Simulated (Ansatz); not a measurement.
Isomers of C$_{8}$H$_{8}$, relaxed with PBE0-D4/def2-TZVP in Ansatz; electronic energies, one conformer each and not always the lowest. Functionals use def2-TZVPP; CBS adds triple-zeta CCSD(T) − MP2 to the MP2 limit of def2-TZVPP and def2-QZVPP.

**Question.** Order them by energy at frozen-core CCSD(T)/CBS, lowest first. (An estimate is asked.)
A. `CC#CC#CC1CC1`
B. `C12C3C4C1C1C2C3C41`
C. `C=Cc1ccccc1`
D. `c1ccc2c(c1)CC2`

**Answer.** C (0.0 kJ/mol), D (49.4 kJ/mol), A (337.1 kJ/mol), B (461.7 kJ/mol).

**Question.** How do ωB97M-V, r2SCAN-D4, MP2/CBS(def2), B3LYP place them (kJ/mol, against `C=Cc1ccccc1`)? (Best estimate.)

**Answer.** The calculation gave: 
```csv
isomer,ωB97M-V,r2SCAN-D4,MP2/CBS(def2),B3LYP
`c1ccc2c(c1)CC2`,41.2,48.5,40.5,60.6
`C12C3C4C1C1C2C3C41`,438.4,496.8,466.7,532.1
`CC#CC#CC1CC1`,338.5,339.6,331.1,325.2
```

B3LYP here is the variant with VWN-RPA as its local correlation; programs differ in this.
